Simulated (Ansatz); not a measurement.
**BHO+ (doublet): wave-function methods side by side, 6-31G**

Aim: climb from Hartree-Fock through coupled cluster and multireference methods for BHO+ (doublet) at one geometry and basis, and see what each rung misses.

The runs use Ansatz 0.2.0, Gaussian basis; 6-31G, core rule «outside noble gas», up to 2 orbitals frozen.

To be run: UHF; CCSD(T) on ROHF; CCSD(T) on UHF; BCCD(T) on ROHF; CISD; CCSDT(Q) on ROHF; CCSDT(Q) on UHF; CISDTQ; CCSDTQ on ROHF; CCSDTQ on UHF; CASSCF and MRCISD+Q, 9 electrons in 9 orbitals; CASSCF and NEVPT2, 9 electrons in 9 orbitals; Full CI.

4 further runs of the same task are left out: 4 set aside as unsound or not needed.

**1. The geometry**

The geometry is a PBE0/def2-TZVP stationary point (not a proven minimum) of the parent state, kept for this charge and spin.

3 atoms, charge 1, spin multiplicity 2.

Atoms are counted from 1 here; the program's logs count them from 0.

Bond lengths: B1–O2 1.342 Å, B1–H3 1.222 Å. Angles: O2–B1–H3 107.9°.

**2. UHF**

in.yaml

```yaml
crystal:
  periodic: [false, false, false]
  atoms:
    - {symbol: B, position_ang: [0.000000, -0.203796, 0.731699]}
    - {symbol: O, position_ang: [0.000000, 0.084016, -0.579305]}
    - {symbol: H, position_ang: [0.000000, 0.852259, 1.347434]}
basis:
  gaussian: {orbitals: 6-31G}
total_charge: 1
magnetization: {spin_polarized: true, initial_magnetization: 1}
hamiltonian: {xc: hf}
output: {orbitals: {seedname: orbitals}}
```

Command:

```sh
ansatz run in.yaml --threads 1 --pin off --events-out ev --progress --plain --max-ram 2816MiB --backend cpu
```

The runs that follow: CCSD(T) on ROHF; CCSD(T) on UHF; BCCD(T) on ROHF; CISD; CCSDT(Q) on ROHF; CCSDT(Q) on UHF; CISDTQ; CCSDTQ on ROHF; CCSDTQ on UHF; CASSCF and MRCISD+Q, 9 electrons in 9 orbitals; CASSCF and NEVPT2, 9 electrons in 9 orbitals; Full CI.

**Question.** What will the summary of the whole plan be? Wanted: FCI below the RHF energy; RMP2 from FCI; UMP2 from FCI; RCCSD from FCI; RCCSD(T) from FCI; UCCSD(T) from FCI; RCCSDT(Q) from FCI; UCCSDT(Q) from FCI; NEVPT2 valence from FCI.

As calculated:

| quantity | value |
| --- | --- |
| FCI below the RHF energy | -4.5818 eV |
| RMP2 from FCI | +17.93 kcal/mol |
| UMP2 from FCI | +17.10 kcal/mol |
| RCCSD from FCI | +4.63 kcal/mol |
| RCCSD(T) from FCI | +0.91 kcal/mol |
| UCCSD(T) from FCI | +1.00 kcal/mol |
| RCCSDT(Q) from FCI | +0.02 kcal/mol |
| UCCSDT(Q) from FCI | -0.23 kcal/mol |
| NEVPT2 valence from FCI | +7.88 kcal/mol |
| MRCISD+Q valence from FCI | +1.01 kcal/mol |
| levels within 1 kcal/mol (43 meV) | RCCSD(T), UCCSD(T), RCCSDT, UCCSDT, CISDTQ, RCCSDT(Q), UCCSDT(Q), RCCSDTQ, UCCSDTQ |
| T1 diagnostic | 0.062 |
| effectively unpaired electrons | 1.07 |

RCCSD(T) lands +0.91 kcal/mol from the yardstick (0.9 % of the correlation energy). UCCSDT(Q) falls below full CI: unrestricted runs freeze a spin-polarised core, another one than full CI's, and coupled cluster isn't variational. The occupations are near whole numbers, but T1 = 0.062 shows that the orbitals relax strongly. Of the multireference levels listed MRCISD+Q valence comes nearest in total energy (+1.01 kcal/mol), which doesn't show that its space is the better one. These misses are within one basis, not against nature; the frozen cores of restricted and unrestricted runs differ, which can shift their rows.
